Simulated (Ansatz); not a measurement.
# SiH4 (silane): methods side by side

SiH4 has 5 atoms, charge 0, and is taken as a singlet. SMILES: `[SiH4]`. The coordinates come from a PBE0-D4/def2-TZVP relaxation.

```xyz
5

Si    0.0000    0.0000   -0.0001
H     0.9676   -0.6884    0.8909
H    -1.3310    0.0449    0.6560
H    -0.1051   -0.7403   -1.2826
H     0.4685    1.3838   -0.2642
```

Quantity: the energy change with the Si1–H2 bond stretched from 1.485 to 2.969 Å, in eV. The values are calculated.

```json
{"level": "PBE/6-31G (restricted)", "kind": "GGA", "program": "Ansatz", "value (eV)": "3.54", "CPU time (all runs)": "1.6 s"}
{"level": "r2SCAN/6-31G (restricted)", "kind": "meta-GGA", "program": "Ansatz", "value (eV)": "3.77", "CPU time (all runs)": "3.9 s"}
{"level": "BHLYP/6-31G (restricted)", "kind": "global hybrid", "program": "Ansatz", "value (eV)": "4.13", "CPU time (all runs)": "1.7 s"}
{"level": "r2SCAN0/6-31G (restricted)", "kind": "hybrid meta-GGA", "program": "Ansatz", "value (eV)": "4.02", "CPU time (all runs)": "3.9 s"}
{"level": "CAM-B3LYP/6-31G (restricted)", "kind": "range-separated hybrid", "program": "Ansatz", "value (eV)": "4.04", "CPU time (all runs)": "2.1 s"}
{"level": "wB97X/6-31G (restricted)", "kind": "range-separated hybrid", "program": "Ansatz", "value (eV)": "4.20", "CPU time (all runs)": "7.1 s"}
{"level": "MP2/6-31G (restricted)", "kind": "perturbation theory", "program": "Ansatz", "value (eV)": "3.82", "CPU time (all runs)": "0.32 s"}
{"level": "CCSDTQ/6-31G (restricted)", "kind": "coupled cluster or CI", "program": "Ansatz", "value (eV)": "2.95", "CPU time (all runs)": "9.7 s"}
{"level": "FCI/3-21G", "kind": "exact in the basis", "program": "Ansatz", "value (eV)": "2.99", "CPU time (all runs)": "20 s"}
```

The first shape isn't each level's own minimum. The values span 2.95 to 4.20 eV. All rows use very small basis sets, so none should be taken for the real molecule's value. Times are those of the runs behind each value, whatever else they computed, on shared processors of several kinds: orders of magnitude only.
